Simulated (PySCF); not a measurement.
Gas-phase reaction: 2 (CH3)2Si + 2 H = 2 SiH3 + C4H8 (isobutene)

Energies from PySCF, thermal terms from the rigid-rotor harmonic-oscillator model, ideal gas at 1 bar. † marks an energy on the PBE0/def2-TZVP geometry and frequencies; other levels use their own. MP2 freezes the core. 6-31G* has spherical d functions here. Open shells (unrestricted): H (multiplicity 2), SiH3 (multiplicity 2); the rest are closed-shell singlets. B3LYP is the form with VWN-RPA correlation. No R ln 2 is added for the mirror-image form of (CH3)2Si. (CH3)2Si: computed as isolated molecules; such fragments, hydroxides, amides, oligomers or adducts are transient or little studied in the gas. MP2 isn't extrapolated to the basis-set limit; its ΔH°(298 K) is -367.9 kJ in def2-SVP and -342.8 kJ in def2-TZVPP. The harmonic model lacks anharmonicity and excited electronic states, which grow with temperature; levels with a mode under 35 cm⁻¹ are left out. Internal rotation in (CH3)2Si, C4H8 (isobutene) is treated as a harmonic vibration of one conformer, which makes the entropy rough.

| level | ΔE electronic, kJ | ΔH°(298 K), kJ | ΔS°(298 K), J/K | ΔG°(1800 K), kJ |
|---|---|---|---|---|
| B3LYP/6-31G* | -396 | -385 | -105 | -147 |
| BLYP/def2-TZVP† | -379 | -367 | -100 | -137 |
| HF/6-31G* | -366 | -352 | -113 | -97 |
| MP2/def2-SVP† | -381 | -368 | -100 | -138 |
| PBE0/def2-TZVP | -369 | -357 | -100 | -127 |
| r2SCAN/def2-TZVP† | -400 | -387 | -100 | -158 |
| LDA/def2-TZVP† | -376 | -363 | -100 | -134 |
ΔH° is lowest at r2SCAN/def2-TZVP† and highest at HF/6-31G*. No reference value is set beside these.
